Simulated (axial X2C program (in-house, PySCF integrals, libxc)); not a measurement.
## Potential curves of BH⁻, spin-free

Calculated with an in-house all-electron X2C program for linear molecules (integrals from PySCF). Spin-free means the one-electron spin-free X2C Hamiltonian. Basis: B dyall-av3z [8s7p3d2f], H dyall-av3z [7s3p2d] (cores contracted in-house); Gaussian nuclei, density fitting, unrestricted open shells. Masses: B 11.009 u, H 1.008 u.

State: M_S = 1/2, Λ = 1 (beyond evenly filled blocks: π+α). Energies in eV from the fragments at the same level (B + H-). Fits are polynomials in 1 − R0/R over 0.85 to 1.23 times the lowest point R0.

| R (Å) | MP2 | CCSD | CCSD(T) |
| --- | --- | --- | --- |
| 1.0962 | -2.8239 |  |  |
| 1.1466 | -2.9852 | -2.7570 | -2.8371 |
| 1.1844 | -3.0574 | -2.8268 | -2.9085 |
| 1.2222 | -3.0957 | -2.8631 | -2.9465 |
| 1.2600 | -3.1059 | -2.8720 | -2.9573 |
| 1.3041 | -3.0888 | -2.8547 | -2.9422 |
| 1.3482 | -3.0466 | -2.8140 | -2.9037 |
| 1.4049 | -2.9642 | -2.7361 | -2.8286 |
| 1.4742 | -2.8331 |  |  |
| 1.5750 | -2.6084 |  |  |

Correlated methods: 5 electrons correlated (number of frozen shells: B 1 s; H none), 157 virtual spin orbitals or spinors in MP2, 86 natural virtuals in coupled cluster.

The state is a single determinant with fixed occupations, the lowest that a limited PBE0 search found. De is counted from the lowest determinant-based energies of the atoms at the same level, without counterpoise correction. Coupled cluster ran in a truncated set of natural virtual spinors; the MP2 energy of the rest was added. (T) has no such correction and the atoms are truncated less, which lowers De at CCSD(T) by a hundredth of an eV or more. The highest occupied level is positive at some bond lengths even in Hartree–Fock (under at least one Hamiltonian), so the basis set holds the extra electron there; where that holds at Re the anion is at best weakly bound and its constants depend on the basis. Coupled cluster ran on the points near the minimum only. MP2 and coupled cluster on one determinant become unreliable at the stretched end.

(1) Fit the MP2 curve near its minimum: give the equilibrium distance, the harmonic wavenumber and the well depth.

(2) What are Re, ωe and De at the CCSD level?

(3) Fit the CCSD(T) curve near its minimum: give the equilibrium distance, the harmonic wavenumber and the well depth.

## Answers

(1) At MP2, spin-free: Re = 1.257 Å, ωe ≈ 2200 cm⁻¹, De = 3.11 eV to B + H-; Be follows as 11.6 cm⁻¹.

(2) At CCSD, spin-free: Re = 1.255 Å, ωe ≈ 2170 cm⁻¹, De = 2.87 eV to B + H-; Be follows as 11.6 cm⁻¹.

(3) At CCSD(T), spin-free: Re = 1.258 Å, ωe ≈ 2140 cm⁻¹, De = 2.96 eV to B + H-; Be follows as 11.5 cm⁻¹.
